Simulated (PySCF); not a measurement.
# NaAl⁺ from Hartree–Fock to correlated methods

State: ²Σ⁺ (doublet), unpaired electrons σ ↑. Set-up: basis Na def2-SVPD, Al def2-SVPD; no relativity; PySCF 2.14. De refers to Na⁺ + Al in their high-spin ground configurations, without counterpoise correction. The functionals are run spin-unrestricted. A positive dipole points towards Al; it is taken about the centre of mass and depends on that origin.

```json
{"Level": "UHF", "Re (Å)": "3.484", "ωe (cm⁻¹)": "129", "De (eV)": "0.83", "μ (D)": "-4.77"}
{"Level": "UHF-MP2", "Re (Å)": "3.476", "ωe (cm⁻¹)": "127", "De (eV)": "0.81", "μ (D)": "n/a"}
{"Level": "UHF-SCS-MP2", "Re (Å)": "3.477", "ωe (cm⁻¹)": "127", "De (eV)": "0.81", "μ (D)": "n/a"}
{"Level": "UHF-CCSD", "Re (Å)": "3.474", "ωe (cm⁻¹)": "128", "De (eV)": "0.79", "μ (D)": "n/a"}
{"Level": "UHF-CCSD(T)", "Re (Å)": "3.472", "ωe (cm⁻¹)": "128", "De (eV)": "0.79", "μ (D)": "n/a"}
{"Level": "LDA", "Re (Å)": "3.390", "ωe (cm⁻¹)": "125", "De (eV)": "1.08", "μ (D)": "-3.36"}
{"Level": "PBE", "Re (Å)": "3.445", "ωe (cm⁻¹)": "121", "De (eV)": "1.03", "μ (D)": "-3.52"}
{"Level": "r²SCAN", "Re (Å)": "3.441", "ωe (cm⁻¹)": "127", "De (eV)": "0.89", "μ (D)": "-4.32"}
{"Level": "PBE0", "Re (Å)": "3.414", "ωe (cm⁻¹)": "128", "De (eV)": "0.97", "μ (D)": "-3.92"}
{"Level": "B97-3", "Re (Å)": "3.400", "ωe (cm⁻¹)": "133", "De (eV)": "0.88", "μ (D)": "-4.36"}
{"Level": "HSE06", "Re (Å)": "3.418", "ωe (cm⁻¹)": "127", "De (eV)": "0.97", "μ (D)": "-3.89"}
{"Level": "B2PLYP", "Re (Å)": "3.420", "ωe (cm⁻¹)": "129", "De (eV)": "0.94", "μ (D)": "-4.06"}
```

**Question.** Which functional lies closest to UHF-CCSD(T) in De, which farthest, and by how much do they differ from it?

**Answer.** Closest is B97-3 (-7.2 pm in Re, +3.9 % in ωe, +0.09 eV in De against UHF-CCSD(T) in the same basis), farthest LDA (-8.2 pm in Re, -2.3 % in ωe, +0.29 eV in De). CCSD(T) converges more slowly with the basis than the functionals do and binds too weakly in this one, so the order can change at the basis-set limit.

**Question.** What does a quarter of exact exchange do here, going from PBE to PBE0?

**Answer.** PBE0 less PBE: -3.1 pm in Re, +5.8 % in ωe, -0.06 eV in De. Exact exchange removes part of the self-interaction that spreads semilocal densities, and in most molecules shortens and stiffens the bond and lowers De; so it does here.

**Question.** What does the step from GGA to meta-GGA do here, going from PBE to r²SCAN?

**Answer.** r²SCAN less PBE: -0.4 pm in Re, +5.0 % in ωe, -0.14 eV in De. 

Correlated steps freeze 6 core orbitals. Correlated levels converge slowly with the basis: in double zeta they bind strong bonds too weakly, by up to about 1 eV, and carry superposition errors of some tenths. For an ion De counts to the pair picked by the measured ionisation energies or electron affinities, which need not be the lowest pair at this level. B2PLYP dipoles, levels and charges come from its SCF part alone. The state was picked by a PBE0 search and need not be the measured ground state.

The whole job (state search and all levels along the bond) took about 0.96 min on 1 thread of Arm Neoverse V2 (shared host), peak memory 0.47 GiB.
